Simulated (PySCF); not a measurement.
methanol (CH₄O), SMILES CO.

Geometry optimised at B3LYP-D3(BJ)/def2-TZVP.

Two levels are set side by side: PBE/def2-TZVPD (PySCF) and B3LYP/def2-TZVPD (PySCF). Same geometry, gas phase. Differences are taken from unrounded values.

```tsv
quantity	B3LYP
orbital gap (eV)	7.67
highest occupied level (eV)	-7.75
lowest empty level (eV)	-0.08
dipole moment (D)	1.66
mean polarisability (bohr³)	21.6
```

Task: What does PBE give, and how far is it from B3LYP? (The exact figures need the calculation; the answer reports its results.)

Result: 
| quantity | PBE | PBE minus B3LYP |
|---|---|---|
| orbital gap (eV) | 5.87 | -1.81 |
| highest occupied level (eV) | -6.30 | 1.46 |
| lowest empty level (eV) | -0.43 | -0.35 |
| dipole moment (D) | 1.58 | -0.08 |
| mean polarisability (bohr³) | 22.3 | 0.8 |

PBE's occupied levels lie high since its potential decays too fast outside the molecule; exact exchange lowers them and widens the gap. Loosely held outer electrons make PBE densities more polarisable. Differences between two approximate levels are no errors against the true value.

Rough cost on one machine, each run with all the roots and properties that it gave: B3LYP against PBE within a factor of 2.
